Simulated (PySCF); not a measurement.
Compound: BH2(SMe), CH5BS.
SMILES: `BSC`

Computed, not measured: PySCF 2.14.0, density-fitted response routines, TDDFT CAM-B3LYP/def2-SVPD, vertical, gas phase, core orbitals frozen in the response. Isolated species at its PBE0-D3(BJ)/def2-SVP geometry (one conformer only).

Computed states:

| state | E (eV) | f |
| --- | --- | --- |
| S1 | 6.10 | 0.0039 |
| S2 | 6.17 | 0.165 |
| S3 | 6.75 | 0.0009 |
| S4 | 7.06 | 0.0001 |
| S5 | 7.46 | 0.059 |
| S6 | 8.22 | 0.0059 |
| S7 | 8.23 | 0.074 |
| S8 | 8.42 | 0.063 |
| S9 | 8.47 | 0.0088 |
| S10 | 8.55 | 0.0032 |

Broadening: Gaussians 0.5 eV wide at half height, area fixed by f = 4.319×10⁻⁹ ∫ε dν̃. The width is an assumption, not a result. The curve ends short of the highest state used, and states not computed would add to its high-energy end.

(1) What does the envelope look like, and where are its maxima?

(2) Coming from long wavelengths, where does ε first pass 100 L mol⁻¹ cm⁻¹?

(3) On this curve, what absorbance would a 10⁻⁵ mol/L sample give at 222 nm over a 1 cm path?

Answers

(1) 
| λ (nm) | ε (L mol⁻¹ cm⁻¹) |
| --- | --- |
| 155.9 | 2349 |
| 158.1 | 1500 |
| 160.2 | 1626 |
| 162.4 | 2330 |
| 164.6 | 3011 |
| 166.7 | 3182 |
| 168.9 | 2754 |
| 171.1 | 1963 |
| 173.2 | 1207 |
| 175.4 | 627 |
| 177.5 | 311 |
| 179.7 | 170 |
| 181.9 | 169 |
| 184.0 | 304 |
| 186.2 | 669 |
| 188.3 | 1351 |
| 190.5 | 2520 |
| 192.7 | 4137 |
| 194.8 | 5907 |
| 197.0 | 7628 |
| 199.2 | 8796 |
| 201.3 | 9124 |
| 203.5 | 8598 |
| 205.6 | 7444 |
| 207.8 | 5874 |
| 210.0 | 4269 |
| 212.1 | 2928 |
| 214.3 | 1839 |
| 216.4 | 1107 |
| 218.6 | 611 |
| 220.8 | 318 |
| 222.9 | 162 |
| 225.1 | 76 |
| 227.3 | 34 |
| 229.4 | 15 |
| 231.6 | 6 |

Maxima: 201 nm (6.17 eV), ε about 9100, made up of S2 (98%); 166 nm (7.46 eV), ε about 3200, made up of S5 (100%) (ε in L mol⁻¹ cm⁻¹; maxima over ε = 5, shares over 10%). At its high-energy end, 7.95 eV, the curve is still rising (ε about 2300, from S7 and S8).

(2) At about 224 nm (5.53 eV), 0.58 eV below S1.

(3) 222 nm is 5.585 eV, where ε is about 220 L mol⁻¹ cm⁻¹, so A = ε c l ≈ 0.0022 (Beer–Lambert, with the gas-phase spectrum and the assumed width).
